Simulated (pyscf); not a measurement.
Structures and frequencies: ωB97X-D3(BJ)/def2-SVP in PySCF.

Task: For the elementary gas-phase step `[NH2][SiH2][NH2]` + `[FH]` → `[NH2][SiH]([NH2])[F]` + `[H][H]` (singlet surface; H–Si, F–H broken, F–Si, H–H formed), what barrier and reaction energy does ωB97M-D3(BJ)/def2-TZVP give, measured from the separated reactants?

Result: ΔE‡ = 24.3 kcal/mol, ΔE = -36.1 kcal/mol. Zero-point energy shifts the barrier by +0.3 kcal/mol. It is a four-centre exchange, with an imaginary mode of 1012i cm⁻¹. At the saddle there is also a short H–Si contact that neither side keeps. This is the saddle that the search found; another between the same sides may lie lower.
